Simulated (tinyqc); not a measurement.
Inside a calculation. Method: coupled-perturbed Hartree-Fock on RHF in the sto-6g basis, for BH2+, spin multiplicity 1. One step of it, computed by the program tinyqc.

Task: Integrals over molecular orbitals. (pq|rs) = sum C_ip C_jq C_kr C_ls (ij|kl), one index at a time.

coefficients C:
```
              MO1        MO2        MO3        MO4       MO5        MO6        MO7
1B 1s    0.995252  -0.224514   0.000000   0.130079  0.000000  -0.175719   0.000000
1B 2s    0.018953   0.663876   0.000000  -0.564274  0.000000   1.022681   0.000000
1B 2px   0.000000   0.000000   0.000000   0.000000  1.000000   0.000000   0.000000
1B 2py   0.000000   0.000000   0.588614   0.000000  0.000000   0.000000   1.101584
1B 2pz   0.000486   0.121742   0.000000   0.803604  0.000000   0.725336   0.000000
2H 1s   -0.003314   0.301999   0.392517   0.221529  0.000000  -0.848832  -0.838871
3H 1s   -0.003314   0.301999  -0.392517   0.221529  0.000000  -0.848832   0.838871
```

core Hamiltonian H = T + V (hartree), lower triangle:
```
             1B 1s      1B 2s     1B 2px     1B 2py     1B 2pz      2H 1s      3H 1s
1B 1s   -13.288794
1B 2s    -3.301721  -4.196488
1B 2px    0.000000   0.000000  -3.372234
1B 2py    0.000000   0.000000   0.000000  -3.537893
1B 2pz   -0.017585  -0.150087   0.000000   0.000000  -3.427277
2H 1s    -0.753309  -1.704740   0.000000  -1.356875  -0.810384  -2.802048
3H 1s    -0.753309  -1.704740   0.000000   1.356875  -0.810384  -0.361193  -2.802048
```

Two-electron integrals (ij|kl) in chemists' order, unique and non-zero (hartree):
```
(11|11) 2.924993    (21|11) 0.480756    (21|21) 0.099484    (22|11) 0.743449
(22|21) 0.188967    (22|22) 0.544922    (31|31) 0.021096    (32|31) 0.030854
(32|32) 0.120443    (33|11) 0.743450    (33|21) 0.188967    (33|22) 0.544922
(33|33) 0.587109    (41|41) 0.021096    (42|41) 0.030854    (42|42) 0.120443
(43|43) 0.031641    (44|11) 0.743450    (44|21) 0.188967    (44|22) 0.544922
(44|33) 0.523827    (44|44) 0.587109    (51|51) 0.021096    (52|51) 0.030854
(52|52) 0.120443    (53|53) 0.031641    (54|54) 0.031641    (55|11) 0.743450
(55|21) 0.188967    (55|22) 0.544922    (55|33) 0.523827    (55|44) 0.523827
(55|55) 0.587109    (61|11) 0.112820    (61|21) 0.022603    (61|22) 0.042529
(61|33) 0.042297    (61|41) 0.001538    (61|42) 0.002922    (61|44) 0.042820
(61|51) 0.000886    (61|52) 0.001684    (61|54) 0.000301    (61|55) 0.042471
(61|61) 0.005328    (62|11) 0.259821    (62|21) 0.067101    (62|22) 0.211657
(62|33) 0.205753    (62|41) 0.006804    (62|42) 0.039439    (62|44) 0.219048
(62|51) 0.003922    (62|52) 0.022734    (62|54) 0.007664    (62|55) 0.210170
(62|61) 0.016165    (62|62) 0.112233    (63|31) 0.007173    (63|32) 0.032236
(63|43) 0.007456    (63|53) 0.004298    (63|63) 0.012599    (64|11) 0.209242
(64|21) 0.054823    (64|22) 0.182139    (64|33) 0.172538    (64|41) 0.011936
(64|42) 0.063164    (64|44) 0.197877    (64|51) 0.002746    (64|52) 0.017828
(64|54) 0.010308    (64|55) 0.176003    (64|61) 0.013910    (64|62) 0.113114
(64|64) 0.124221    (65|11) 0.120613    (65|21) 0.031602    (65|22) 0.104990
(65|33) 0.099456    (65|41) 0.002746    (65|42) 0.017828    (65|44) 0.105466
(65|51) 0.008756    (65|52) 0.042512    (65|54) 0.010920    (65|55) 0.110048
(65|61) 0.008018    (65|62) 0.065202    (65|64) 0.064342    (65|65) 0.049687
(66|11) 0.416962    (66|21) 0.109978    (66|22) 0.390676    (66|33) 0.367495
(66|41) 0.013799    (66|42) 0.104696    (66|44) 0.419694    (66|51) 0.007954
(66|52) 0.060350    (66|54) 0.030089    (66|55) 0.384839    (66|61) 0.027181
(66|62) 0.262765    (66|64) 0.288271    (66|65) 0.166167    (66|66) 0.774999
(71|11) 0.112820    (71|21) 0.022603    (71|22) 0.042529    (71|33) 0.042297
(71|41) -0.001538   (71|42) -0.002922   (71|44) 0.042820    (71|51) 0.000886
(71|52) 0.001684    (71|54) -0.000301   (71|55) 0.042471    (71|61) 0.005079
(71|62) 0.014650    (71|64) 0.011351    (71|65) 0.007277    (71|66) 0.023824
(71|71) 0.005328    (72|11) 0.259821    (72|21) 0.067101    (72|22) 0.211657
(72|33) 0.205753    (72|41) -0.006804   (72|42) -0.039439   (72|44) 0.219048
(72|51) 0.003922    (72|52) 0.022734    (72|54) -0.007664   (72|55) 0.210170
(72|61) 0.014650    (72|62) 0.074673    (72|64) 0.055627    (72|65) 0.042368
(72|66) 0.133913    (72|71) 0.016165    (72|72) 0.112233    (73|31) 0.007173
(73|32) 0.032236    (73|43) -0.007456   (73|53) 0.004298    (73|63) 0.007610
(73|73) 0.012599    (74|11) -0.209242   (74|21) -0.054823   (74|22) -0.182139
(74|33) -0.172538   (74|41) 0.011936    (74|42) 0.063164    (74|44) -0.197877
(74|51) -0.002746   (74|52) -0.017828   (74|54) 0.010308    (74|55) -0.176003
(74|61) -0.011351   (74|62) -0.055627   (74|64) -0.035278   (74|65) -0.030985
(74|66) -0.094347   (74|71) -0.013910   (74|72) -0.113114   (74|74) 0.124221
(75|11) 0.120613    (75|21) 0.031602    (75|22) 0.104990    (75|33) 0.099456
(75|41) -0.002746   (75|42) -0.017828   (75|44) 0.105466    (75|51) 0.008756
(75|52) 0.042512    (75|54) -0.010920   (75|55) 0.110048    (75|61) 0.007277
(75|62) 0.042368    (75|64) 0.030985    (75|65) 0.031104    (75|66) 0.079498
(75|71) 0.008018    (75|72) 0.065202    (75|74) -0.064342   (75|75) 0.049687
(76|11) 0.050738    (76|21) 0.013093    (76|22) 0.041832    (76|33) 0.040630
(76|44) 0.042057    (76|51) 0.001288    (76|52) 0.007533    (76|55) 0.042807
(76|61) 0.003034    (76|62) 0.018974    (76|64) 0.016701    (76|65) 0.011992
(76|66) 0.040294    (76|71) 0.003034    (76|72) 0.018974    (76|74) -0.016701
(76|75) 0.011992    (76|76) 0.004034    (77|11) 0.416962    (77|21) 0.109978
(77|22) 0.390676    (77|33) 0.367495    (77|41) -0.013799   (77|42) -0.104696
(77|44) 0.419694    (77|51) 0.007954    (77|52) 0.060350    (77|54) -0.030089
(77|55) 0.384839    (77|61) 0.023824    (77|62) 0.133913    (77|64) 0.094347
(77|65) 0.079498    (77|66) 0.243179    (77|71) 0.027181    (77|72) 0.262765
(77|74) -0.288271   (77|75) 0.166167    (77|76) 0.040294    (77|77) 0.774999
```

Give: one-electron integrals over orbitals h = C^T H C; Two-electron integrals over orbitals.

Result:

one-electron integrals over orbitals h = C^T H C (hartree), lower triangle:
```
          1        2        3        4        5        6        7
1  -13.2787
2    0.2871  -3.4682
3    0.0000   0.0000  -3.2319
4   -0.1905   0.0896   0.0000  -3.2791
5    0.0000   0.0000   0.0000   0.0000  -3.3722
6    0.2021  -0.5251   0.0000  -0.2457   0.0000  -2.7265
7    0.0000   0.0000  -0.5200   0.0000   0.0000   0.0000  -2.7130
```

Two-electron integrals over orbitals (pq|rs), unique and non-zero (hartree):
```
(11|11) 2.9034     (21|11) -0.2582    (21|21) 0.0374     (22|11) 0.6232
(22|21) -0.0079    (22|22) 0.4798     (31|31) 0.0092     (32|31) 0.0149
(32|32) 0.1415     (33|11) 0.5637     (33|21) -0.0031    (33|22) 0.4695
(33|33) 0.4865     (41|11) 0.1528     (41|21) -0.0193    (41|22) 0.0144
(41|33) 0.0067     (41|41) 0.0280     (42|11) -0.0754    (42|21) 0.0072
(42|22) 0.0259     (42|33) 0.0184     (42|41) 0.0123     (42|42) 0.0671
(43|31) -0.0028    (43|32) 0.0208     (43|43) 0.0307     (44|11) 0.7103
(44|21) -0.0126    (44|22) 0.4386     (44|33) 0.4284     (44|41) -0.0108
(44|42) -0.0715    (44|44) 0.5841     (51|51) 0.0220     (52|51) 0.0216
(52|52) 0.0736     (53|53) 0.0194     (54|51) -0.0123    (54|52) -0.0327
(54|54) 0.0444     (55|11) 0.7431     (55|21) -0.0091    (55|22) 0.4717
(55|33) 0.4417     (55|41) 0.0050     (55|42) -0.0366    (55|44) 0.5095
(55|55) 0.5871     (61|11) -0.2065    (61|21) 0.0324     (61|22) -0.0007
(61|33) 6.76e-05   (61|41) -0.0063    (61|42) 0.0143     (61|44) -0.0184
(61|55) -0.0053    (61|61) 0.0343     (62|11) 0.2058     (62|21) -0.0069
(62|22) 0.0514     (62|33) 0.0147     (62|41) 0.0139     (62|42) -0.0047
(62|44) 0.0594     (62|55) 0.1007     (62|61) 0.0007     (62|62) 0.0889
(63|31) 0.0012     (63|32) -0.0651    (63|43) -0.0249    (63|63) 0.0739
(64|11) 0.0803     (64|21) 0.0007     (64|22) 0.0218     (64|33) 0.0027
(64|41) 0.0037     (64|42) -0.0041    (64|44) 0.0432     (64|55) 0.0382
(64|61) 0.0034     (64|62) 0.0451     (64|64) 0.0307     (65|51) 0.0167
(65|52) 0.0509     (65|54) -0.0131    (65|65) 0.0431     (66|11) 0.6279
(66|21) -0.0072    (66|22) 0.4891     (66|33) 0.4778     (66|41) 0.0229
(66|42) 0.0558     (66|44) 0.4133     (66|55) 0.4545     (66|61) 0.0053
(66|62) 0.0374     (66|64) 0.0156     (66|66) 0.5403     (71|31) 0.0138
(71|32) 0.0197     (71|43) -0.0046    (71|63) 0.0019     (71|71) 0.0209
(72|31) 0.0074     (72|32) -0.0199    (72|43) -0.0326    (72|63) 0.0515
(72|71) 0.0106     (72|72) 0.0545     (73|11) 0.2150     (73|21) -0.0062
(73|22) 0.0311     (73|33) 0.0217     (73|41) -0.0013    (73|42) -0.0548
(73|44) 0.1020     (73|55) 0.1032     (73|61) -0.0069    (73|62) 0.0698
(73|64) 0.0365     (73|66) -0.0101    (73|73) 0.1098     (74|31) -0.0093
(74|32) -0.0705    (74|43) 0.0067     (74|63) 0.0376     (74|71) -0.0132
(74|72) 0.0040     (74|74) 0.0566     (75|53) 0.0163     (75|75) 0.0179
(76|31) 0.0098     (76|32) 0.1155     (76|43) 0.0338     (76|63) -0.0780
(76|71) 0.0129     (76|72) -0.0451    (76|74) -0.0560    (76|76) 0.1224
(77|11) 0.6439     (77|21) -0.0083    (77|22) 0.4663     (77|33) 0.4841
(77|41) 0.0043     (77|42) 0.0011     (77|44) 0.4600     (77|55) 0.4579
(77|61) -0.0064    (77|62) 0.0131     (77|64) 0.0010     (77|66) 0.4840
(77|73) 0.0312     (77|77) 0.5090
```
